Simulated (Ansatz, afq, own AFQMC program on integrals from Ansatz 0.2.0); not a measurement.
**H$_{2}$O, singlet: AFQMC among the cluster methods**

```yaml
atoms:
  - { symbol: O, position_ang: [0.0000, -0.0839, 0.0000] }
  - { symbol: H, position_ang: [0.0000, 0.6662, -0.9786] }
  - { symbol: H, position_ang: [0.0000, 0.6662, 0.9786] }
```

Basis 6-31G. Noble-gas cores (and the filled d shells of Ga–Kr and In–Xe) are frozen. Ansatz 0.2.0 and our own AFQMC program on the same integrals; the CISD trial comes from CCSD amplitudes, and released means the phaseless constraint is let go. ± is one standard error of the sampling.

Determinant: RHF, the one that the program's search chose, which needn't be the lowest solution. The geometry is a point of a scan.

Full CI on the same integrals is exact in this basis and with this determinant's frozen core.

The T1 diagnostic is 0.0141 and the weight of the determinant in the CISD state is 0.925. The size of the correlated space is 8 electrons in 12 orbitals.

Reference: full CI, correlation energy -4.527 eV. The released energy is read at 2.40 1/Eh (meV from the phaseless value at times in 1/Eh: -4 ± 3 at 0.24, -6.7 ± 2.5 at 0.51, -9 ± 3 at 0.99, -10 ± 3 at 1.62, -8 ± 3 at 2.40).

```
         level  E − E(reference) (kJ/mol)  share of correlation (%)
            HF                      436.8                      0.00
           MP2                       32.5                     92.57
          CCSD                        8.8                     97.99
       CCSD(T)                        2.4                     99.46
         CCSDT                        2.1                     99.52
      CCSDT(Q)                       -0.1                    100.03
        CCSDTQ                        0.1                     99.98
 ph-AFQMC/CISD                  0.7 ± 0.4                     99.83
released AFQMC                 -0.1 ± 0.3                    100.02
```

CCSDT and higher add their correlation energy to the determinant of the CCSD(T) run, since their own runs factorise the integrals more tightly (a shift of under 2 meV). A walk keeps the symmetry of its determinant, which the program's search chose and which needn't be the lowest solution, so a lower state of the same spin and another symmetry isn't excluded. Released energies are given only where the last usable release times agree within the noise; a slower fall can still hide under it.
